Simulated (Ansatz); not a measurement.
fcc Rh, treated with r²SCAN (plane waves, PAW; Ansatz, a quantum-chemistry and plane-wave program).

Settings: plane-wave cutoff 500 eV, 14×20×1 k mesh (along the axes of the cell as run), Fermi–Dirac smearing 0.1 eV, scalar-relativistic PAW data made under PBE.

**Question.** What does this level give for the surface energy of the (110) face and work function of the (110) face?

**Answer.** 
surface energy of the (110) face: 2.66 J/m²
work function of the (110) face: 4.51 eV

The slab of 12 atoms is relaxed and unreconstructed.
